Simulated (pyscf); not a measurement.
# Routes from O=GeH₂ (SMILES [O]=[GeH2]) + H₂ (SMILES [H][H])

Candidate steps break at most two bonds and form at most two. Each was searched with GFN2-xTB (tblite) first. PySCF, gas phase, ωB97X-D3(BJ)/def2-SVP geometries. Energies: ωB97M-D3(BJ)/def2-TZVP, kJ/mol, from the separated reactants, singlet surface; ΔG‡ with ideal gas, 1 atm, RRHO with modes under 100 cm⁻¹ raised to 100, one conformer, R ln 2 for chiral ones without a mode under 150 cm⁻¹.

```tsv
products	type	ΔE‡	ΔE	ΔG‡ 298 K	ΔG‡ 900 K	ν‡ (cm⁻¹)
HO–GeH₃	addition across a multiple bond or ene-type step	98.1	-234.8	135.2	209.1	1618i
GeH₂ [singlet] + H₂O	concerted two-bond exchange	251.8	-55.8	278.8	342.3	1538i
```

Row 2: On the product side the descent ends in an adduct with a Ge–O contact, 69.4 kJ/mol under the separated species and 377.8 kJ/mol under the saddle at ωB97X-D3(BJ)/def2-TZVP. 

Plain bond fissions and candidates not yet searched are not listed, and one of them may be faster. Each barrier is that of the saddle found; lower ones may exist. One closed-shell reference is unstable to symmetry breaking; treat the single-reference values with care. Elements up to Kr have no core potential and no relativistic terms here.
